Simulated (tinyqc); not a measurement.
Inside a calculation. Method: UHF in the sto-3g basis, for H2O+, spin multiplicity 2. This run ends on a higher stationary point, not on the lowest solution. One step of it, computed by the program tinyqc.

Problem. Iteration 2: building the Fock matrix. J_ij = sum D_kl (ij|kl) with D = D(alpha) + D(beta), K_ij = sum D_kl (ik|jl) for each spin; F = H + J - K(s); E = tr D H + tr D J / 2 - 0.5 sum_s tr D(s) K(s) + E_nn.

D(alpha) after iteration 1, order 1O 1s, 1O 2s, 1O 2px, 1O 2py, 1O 2pz, 2H 1s, 3H 1s:
$$\begin{pmatrix}
1.063421 & -0.275089 & 0.000000 & -0.000696 & -0.012719 & 0.020900 & 0.020120 \\
-0.275089 & 1.191837 & 0.000000 & 0.004893 & 0.072318 & -0.089275 & -0.085625 \\
0.000000 & 0.000000 & 1.000000 & 0.000000 & 0.000000 & 0.000000 & 0.000000 \\
-0.000696 & 0.004893 & 0.000000 & 1.105527 & 0.002157 & -0.105401 & 0.102409 \\
-0.012719 & 0.072318 & 0.000000 & 0.002157 & 1.038683 & -0.054735 & -0.053231 \\
0.020900 & -0.089275 & 0.000000 & -0.105401 & -0.054735 & 0.019002 & -0.001059 \\
0.020120 & -0.085625 & 0.000000 & 0.102409 & -0.053231 & -0.001059 & 0.017951
\end{pmatrix}$$

D(beta) after iteration 1, order 1O 1s, 1O 2s, 1O 2px, 1O 2py, 1O 2pz, 2H 1s, 3H 1s:
$$\begin{pmatrix}
1.063338 & -0.274531 & 0.000000 & -0.004683 & -0.012458 & 0.020894 & 0.019292 \\
-0.274531 & 1.188032 & 0.000000 & 0.020664 & 0.070451 & -0.088263 & -0.081365 \\
0.000000 & 0.000000 & 1.000000 & 0.000000 & 0.000000 & 0.000000 & 0.000000 \\
-0.004683 & 0.020664 & 0.000000 & 0.000371 & 0.004669 & -0.001695 & -0.001572 \\
-0.012458 & 0.070451 & 0.000000 & 0.004669 & 1.037755 & -0.053197 & -0.051847 \\
0.020894 & -0.088263 & 0.000000 & -0.001695 & -0.053197 & 0.008784 & 0.008227 \\
0.019292 & -0.081365 & 0.000000 & -0.001572 & -0.051847 & 0.008227 & 0.007712
\end{pmatrix}$$

core Hamiltonian H = T + V (hartree), order 1O 1s, 1O 2s, 1O 2px, 1O 2py, 1O 2pz, 2H 1s, 3H 1s:
$$\begin{pmatrix}
-32.615137 & -7.587766 & 0.000000 & -0.000650 & -0.014524 & -1.424537 & -1.316768 \\
-7.587766 & -9.236770 & 0.000000 & -0.006936 & -0.175965 & -3.215529 & -3.038971 \\
0.000000 & 0.000000 & -7.376953 & 0.000000 & 0.000000 & 0.000000 & 0.000000 \\
-0.000650 & -0.006936 & 0.000000 & -7.510030 & -0.003508 & -1.888024 & 1.805924 \\
-0.014524 & -0.175965 & 0.000000 & -0.003508 & -7.441635 & -1.364197 & -1.306512 \\
-1.424537 & -3.215529 & 0.000000 & -1.888024 & -1.364197 & -4.726945 & -1.104670 \\
-1.316768 & -3.038971 & 0.000000 & 1.805924 & -1.306512 & -1.104670 & -4.617967
\end{pmatrix}$$

Two-electron integrals (ij|kl) in chemists' order, unique and non-zero (hartree):
```
(11|11) 4.785065    (21|11) 0.741380    (21|21) 0.136873    (22|11) 1.118947
(22|21) 0.256633    (22|22) 0.817206    (31|31) 0.024477    (32|31) 0.037809
(32|32) 0.180518    (33|11) 1.115814    (33|21) 0.256684    (33|22) 0.817023
(33|33) 0.880159    (41|41) 0.024477    (42|41) 0.037809    (42|42) 0.180518
(43|43) 0.047444    (44|11) 1.115814    (44|21) 0.256684    (44|22) 0.817023
(44|33) 0.785270    (44|44) 0.880159    (51|51) 0.024477    (52|51) 0.037809
(52|52) 0.180518    (53|53) 0.047444    (54|54) 0.047444    (55|11) 1.115814
(55|21) 0.256684    (55|22) 0.817023    (55|33) 0.785270    (55|44) 0.785270
(55|55) 0.880159    (61|11) 0.139957    (61|21) 0.025628    (61|22) 0.047767
(61|33) 0.047673    (61|41) 0.000970    (61|42) 0.001820    (61|44) 0.047866
(61|51) 0.000676    (61|52) 0.001268    (61|54) 0.000134    (61|55) 0.047767
(61|61) 0.004861    (62|11) 0.347707    (62|21) 0.080779    (62|22) 0.285665
(62|33) 0.280753    (62|41) 0.004982    (62|42) 0.038395    (62|44) 0.290485
(62|51) 0.003473    (62|52) 0.026764    (62|54) 0.006784    (62|55) 0.285482
(62|61) 0.015430    (62|62) 0.124650    (63|31) 0.008364    (63|32) 0.049011
(63|43) 0.007933    (63|53) 0.005530    (63|63) 0.017564    (64|11) 0.207954
(64|21) 0.048927    (64|22) 0.184737    (64|33) 0.176395    (64|41) 0.011004
(64|42) 0.072459    (64|44) 0.198285    (64|51) 0.001840    (64|52) 0.016345
(64|54) 0.009729    (64|55) 0.179322    (64|61) 0.009750    (64|62) 0.097925
(64|64) 0.093602    (65|11) 0.144960    (65|21) 0.034106    (65|22) 0.128776
(65|33) 0.122961    (65|41) 0.001840    (65|42) 0.016345    (65|44) 0.127160
(65|51) 0.009647    (65|52) 0.060405    (65|54) 0.010860    (65|55) 0.136061
(65|61) 0.006796    (65|62) 0.068261    (65|64) 0.053004    (65|65) 0.054512
(66|11) 0.494024    (66|21) 0.116633    (66|22) 0.473651    (66|33) 0.454643
(66|41) 0.009147    (66|42) 0.097771    (66|44) 0.492618    (66|51) 0.006376
(66|52) 0.068154    (66|54) 0.026471    (66|55) 0.473096    (66|61) 0.022465
(66|62) 0.262601    (66|64) 0.235449    (66|65) 0.164126    (66|66) 0.774606
(71|11) 0.129252    (71|21) 0.023673    (71|22) 0.044143    (71|33) 0.044057
(71|41) -0.000894   (71|42) -0.001680   (71|44) 0.044236    (71|51) 0.000624
(71|52) 0.001172    (71|54) -0.000125   (71|55) 0.044144    (71|61) 0.004415
(71|62) 0.013774    (71|64) 0.007974    (71|65) 0.006073    (71|66) 0.019836
(71|71) 0.004148    (72|11) 0.327709    (72|21) 0.076162    (72|22) 0.270122
(72|33) 0.265429    (72|41) -0.004699   (72|42) -0.036532   (72|44) 0.274727
(72|51) 0.003277    (72|52) 0.025473    (72|54) -0.006483   (72|55) 0.269949
(72|61) 0.014052    (72|62) 0.093735    (72|64) 0.051039    (72|65) 0.049908
(72|66) 0.160003    (72|71) 0.013445    (72|72) 0.112358    (73|31) 0.007806
(73|32) 0.046034    (73|43) -0.007507   (73|53) 0.005234    (73|63) 0.012630
(73|73) 0.015660    (74|11) -0.198226   (74|21) -0.046648   (74|22) -0.176633
(74|33) -0.168696   (74|41) 0.010320    (74|42) 0.068536    (74|44) -0.189494
(74|51) -0.001753   (74|52) -0.015690   (74|54) 0.009268    (74|55) -0.171509
(74|61) -0.008233   (74|62) -0.051860   (74|64) -0.016152   (74|65) -0.027031
(74|66) -0.079987   (74|71) -0.008583   (74|72) -0.089268   (74|74) 0.085760
(75|11) 0.138219    (75|21) 0.032527    (75|22) 0.123163    (75|33) 0.117628
(75|41) -0.001753   (75|42) -0.015690   (75|44) 0.121662    (75|51) 0.009028
(75|52) 0.056974    (75|54) -0.010319   (75|55) 0.130058    (75|61) 0.006261
(75|62) 0.050306    (75|64) 0.026843    (75|65) 0.039009    (75|66) 0.093661
(75|71) 0.005985    (75|72) 0.062244    (75|74) -0.048879   (75|75) 0.049743
(76|11) 0.110134    (76|21) 0.025814    (76|22) 0.098869    (76|33) 0.096676
(76|41) -0.000015   (76|42) -0.000188   (76|44) 0.098826    (76|51) 0.001760
(76|52) 0.016091    (76|54) -0.000047   (76|55) 0.100997    (76|61) 0.004870
(76|62) 0.042119    (76|64) 0.028648    (76|65) 0.025973    (76|66) 0.090784
(76|71) 0.004502    (76|72) 0.040225    (76|74) -0.027862   (76|75) 0.025042
(76|76) 0.017660    (77|11) 0.480476    (77|21) 0.113471    (77|22) 0.462683
(77|33) 0.444297    (77|41) -0.008740   (77|42) -0.094744   (77|44) 0.481019
(77|51) 0.006094    (77|52) 0.066063    (77|54) -0.025605   (77|55) 0.462151
(77|61) 0.020885    (77|62) 0.165439    (77|64) 0.081494    (77|65) 0.095975
(77|66) 0.301965    (77|71) 0.020189    (77|72) 0.246813    (77|74) -0.223764
(77|75) 0.156026    (77|76) 0.090784    (77|77) 0.774606
```

nuclear repulsion = 8.30369106 hartree

Give: Coulomb J; exchange K(alpha); exchange K(beta); F(alpha); F(beta); total energy of this density.

Solution.

Coulomb J (hartree), order 1O 1s, 1O 2s, 1O 2px, 1O 2py, 1O 2pz, 2H 1s, 3H 1s:
$$\begin{pmatrix}
17.4790 & 3.2896 & 0.0000 & 0.0012 & 0.0030 & 0.6163 & 0.5693 \\
3.2896 & 7.9900 & 0.0000 & 0.0058 & 0.0040 & 2.6978 & 2.5465 \\
0.0000 & 0.0000 & 8.0161 & 0.0000 & 0.0000 & 0.0000 & 0.0000 \\
0.0012 & 0.0058 & 0.0000 & 7.9161 & 0.0001 & 1.6991 & -1.6193 \\
0.0030 & 0.0040 & 0.0000 & 0.0001 & 8.0146 & 1.1948 & 1.1409 \\
0.6163 & 2.6978 & 0.0000 & 1.6991 & 1.1948 & 4.2762 & 0.9129 \\
0.5693 & 2.5465 & 0.0000 & -1.6193 & 1.1409 & 0.9129 & 4.1675
\end{pmatrix}$$

exchange K(alpha) (hartree), order 1O 1s, 1O 2s, 1O 2px, 1O 2py, 1O 2pz, 2H 1s, 3H 1s:
$$\begin{pmatrix}
4.9228 & 0.8594 & 0.0000 & 0.0000 & 0.0004 & 0.1697 & 0.1570 \\
0.8594 & 1.4381 & 0.0000 & 0.0002 & 0.0046 & 0.4489 & 0.4224 \\
0.0000 & 0.0000 & 1.1825 & 0.0000 & 0.0000 & 0.0000 & 0.0000 \\
0.0000 & 0.0002 & 0.0000 & 1.1870 & 0.0000 & 0.2220 & -0.2108 \\
0.0004 & 0.0046 & 0.0000 & 0.0000 & 1.1834 & 0.1578 & 0.1498 \\
0.1697 & 0.4489 & 0.0000 & 0.2220 & 0.1578 & 0.2312 & 0.1174 \\
0.1570 & 0.4224 & 0.0000 & -0.2108 & 0.1498 & 0.1174 & 0.2071
\end{pmatrix}$$

exchange K(beta) (hartree), order 1O 1s, 1O 2s, 1O 2px, 1O 2py, 1O 2pz, 2H 1s, 3H 1s:
$$\begin{pmatrix}
4.8960 & 0.8190 & 0.0000 & 0.0005 & 0.0008 & 0.1587 & 0.1466 \\
0.8190 & 1.2534 & 0.0000 & 0.0159 & 0.0088 & 0.3863 & 0.3576 \\
0.0000 & 0.0000 & 1.1330 & 0.0000 & 0.0000 & 0.0000 & 0.0000 \\
0.0005 & 0.0159 & 0.0000 & 0.2928 & 0.0025 & 0.0582 & -0.0443 \\
0.0008 & 0.0088 & 0.0000 & 0.0025 & 1.1349 & 0.1531 & 0.1437 \\
0.1587 & 0.3863 & 0.0000 & 0.0582 & 0.1531 & 0.1682 & 0.1263 \\
0.1466 & 0.3576 & 0.0000 & -0.0443 & 0.1437 & 0.1263 & 0.1457
\end{pmatrix}$$

F(alpha) (hartree), order 1O 1s, 1O 2s, 1O 2px, 1O 2py, 1O 2pz, 2H 1s, 3H 1s:
$$\begin{pmatrix}
-20.0590 & -5.1576 & 0.0000 & 0.0005 & -0.0120 & -0.9779 & -0.9045 \\
-5.1576 & -2.6849 & 0.0000 & -0.0013 & -0.1765 & -0.9667 & -0.9149 \\
0.0000 & 0.0000 & -0.5434 & 0.0000 & 0.0000 & 0.0000 & 0.0000 \\
0.0005 & -0.0013 & 0.0000 & -0.7809 & -0.0034 & -0.4109 & 0.3974 \\
-0.0120 & -0.1765 & 0.0000 & -0.0034 & -0.6105 & -0.3271 & -0.3155 \\
-0.9779 & -0.9667 & 0.0000 & -0.4109 & -0.3271 & -0.6819 & -0.3093 \\
-0.9045 & -0.9149 & 0.0000 & 0.3974 & -0.3155 & -0.3093 & -0.6576
\end{pmatrix}$$

F(beta) (hartree), order 1O 1s, 1O 2s, 1O 2px, 1O 2py, 1O 2pz, 2H 1s, 3H 1s:
$$\begin{pmatrix}
-20.0322 & -5.1171 & 0.0000 & 0.0000 & -0.0123 & -0.9669 & -0.8941 \\
-5.1171 & -2.5002 & 0.0000 & -0.0171 & -0.1808 & -0.9041 & -0.8501 \\
0.0000 & 0.0000 & -0.4938 & 0.0000 & 0.0000 & 0.0000 & 0.0000 \\
0.0000 & -0.0171 & 0.0000 & 0.1133 & -0.0059 & -0.2471 & 0.2310 \\
-0.0123 & -0.1808 & 0.0000 & -0.0059 & -0.5620 & -0.3224 & -0.3093 \\
-0.9669 & -0.9041 & 0.0000 & -0.2471 & -0.3224 & -0.6189 & -0.3182 \\
-0.8941 & -0.8501 & 0.0000 & 0.2310 & -0.3093 & -0.3182 & -0.5961
\end{pmatrix}$$

total energy of this density = -73.769350 hartree
